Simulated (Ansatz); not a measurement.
Results of revPBE in Ansatz (PAW) for rock-salt TiC.

Run with plane-wave cutoff 520 eV, 16×16×16 k mesh, Fermi–Dirac smearing 0.1 eV, perturbation theory, no spin polarisation, scalar-relativistic PAW data made under PBE.

Cell (relaxed at this level):

```cif
data_CTi
_chemical_formula_sum 'Ti1 C1'
_space_group_name_H-M_alt 'P 1'
_space_group_IT_number 1
_cell_length_a 3.07751
_cell_length_b 3.07751
_cell_length_c 3.07751
_cell_angle_alpha 60.000
_cell_angle_beta 60.000
_cell_angle_gamma 60.000
loop_
_space_group_symop_operation_xyz
  'x, y, z'
loop_
_atom_site_label
_atom_site_type_symbol
_atom_site_fract_x
_atom_site_fract_y
_atom_site_fract_z
_atom_site_occupancy
Ti1 Ti 0.00000 0.00000 0.00000 1
C1 C 0.50000 0.50000 0.50000 1
```

Problem. Estimate the TO(Γ) frequency that the calculation returns.

Solution. 
TO(Γ) frequency: 504 cm⁻¹

Computing time: around 13 core-minutes (rough).

Ansatz is a program for electronic structure.
